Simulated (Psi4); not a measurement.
Process, species as SMILES: C[SiH3] (CH3-SiH3) → [SiH3][CH2-] + H+
B3LYP-D3(BJ)/def2-TZVP geometries, fixed; electronic energies without zero-point terms.
Largest species:
```xyz
8

C      0.0034    -0.0064    -1.2421
Si    -0.0017     0.0033     0.6340
H      0.0118    -1.0282    -1.6256
H     -0.8824     0.4951    -1.6359
H      0.8840     0.5079    -1.6311
H     -0.0132     1.3943     1.1492
H     -1.2005    -0.6969     1.1567
H      1.2042    -0.6795     1.1632
```
Charge 0, spin multiplicity 1.

Effect of the grid (radial, spherical points) at B3LYP/cc-pV(T+d)Z with Psi4, against the last row, where the deprotonation energy is 404.00 kcal/mol. The proton leaves the site shown, which need not be the most acidic. Cost is core time over that of grid: 35, 110, rough, on shared machines of one kind.

| setting | grid points, largest species | largest shift of a total energy (mEh) | shift of the deprotonation energy (kcal/mol) | cost |
|---|---|---|---|---|
| grid: 35, 110 | 30045 | 0.491 | -0.002 | 1× |
| grid: 50, 194 | 75529 | 0.030 | 0.006 | 1× |
| grid: 75, 302 | 173626 | -0.001 | -0.001 | 2× |
| grid: 99, 590 | 444902 | 0.000 | 0.000 | 4× |
| grid: 150, 974 | 1109899 | 0.000 | 0.000 | 9× |

Within 0.02 kcal/mol in the deprotonation energy: grid: 35, 110; grid: 50, 194; grid: 75, 302; grid: 99, 590. The largest shift is 0.491 mEh in a total energy and 0.006 kcal/mol in the difference.
